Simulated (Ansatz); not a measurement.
# CHAlO (quintet): the correlation ladder, cc-pVDZ

How much of the correlation energy of CHAlO (quintet) does each wave-function method recover here?

Program: Ansatz 0.2.0, Gaussian basis. Level of theory: cc-pVDZ, core rule «outside noble gas», up to 7 orbitals frozen. These are calculated values, not measurements.

Plan: UHF; CCSD(T) on ROHF; CCSD(T) on UHF; BCCD(T) on ROHF; CISD; CCSDT(Q) on ROHF; CCSDT(Q) on UHF.

22 further runs of the same task are left out: 4 that didn't finish, 18 set aside as unsound or not needed.

**1. The system**

The geometry is a PBE0/def2-TZVP stationary point (not a proven minimum) of the parent state, kept for this charge and spin.

4 atoms, charge 0, spin multiplicity 5.

Atoms are counted from 1 here; the program's logs count them from 0.

Bond lengths: Al1–C2 1.926 Å, Al1–H4 1.582 Å, C2–O3 1.150 Å. Angles: C2–Al1–H4 114.0°, Al1–C2–O3 172.0°.

**2. UHF**

File in.yaml:

```yaml
crystal:
  periodic: [false, false, false]
  atoms:
    - {symbol: Al, position_ang: [0.000000, -0.106146, 1.272497]}
    - {symbol: C, position_ang: [0.000000, 0.083663, -0.643702]}
    - {symbol: O, position_ang: [0.000000, 0.036255, -1.792225]}
    - {symbol: H, position_ang: [0.000000, 1.269000, 2.055591]}
basis:
  gaussian: {orbitals: cc-pVDZ}
magnetization: {spin_polarized: true, initial_magnetization: 4}
hamiltonian: {xc: hf}
output: {orbitals: {seedname: orbitals}}
```

Command:

```console
ansatz run in.yaml --threads 1 --pin off --events-out ev --progress --plain --max-ram 2393MiB
```

Further steps of the session: CCSD(T) on ROHF; CCSD(T) on UHF; BCCD(T) on ROHF; CISD; CCSDT(Q) on ROHF; CCSDT(Q) on UHF.

Q: Predict the results of all the runs planned. Wanted: UCCSDT(Q) below the RHF energy; RMP2 from UCCSDT(Q); UMP2 from UCCSDT(Q); RCCSD from UCCSDT(Q); RCCSD(T) from UCCSDT(Q); UCCSD(T) from UCCSDT(Q); RCCSDT(Q) from UCCSDT(Q); T1 diagnostic.

The runs gave:

```
                         quantity            value
   UCCSDT(Q) below the RHF energy       -9.5128 eV
              RMP2 from UCCSDT(Q)  +19.58 kcal/mol
              UMP2 from UCCSDT(Q)  +20.83 kcal/mol
             RCCSD from UCCSDT(Q)  +10.63 kcal/mol
          RCCSD(T) from UCCSDT(Q)   +2.14 kcal/mol
          UCCSD(T) from UCCSDT(Q)   +2.15 kcal/mol
         RCCSDT(Q) from UCCSDT(Q)   +0.17 kcal/mol
levels within 1 kcal/mol (43 meV)        RCCSDT(Q)
                    T1 diagnostic            0.036
```

RCCSD(T) lands +2.14 kcal/mol from the yardstick (1.0 % of the correlation energy). These misses are within one basis, not against nature; the frozen cores of restricted and unrestricted runs differ, which can shift their rows.
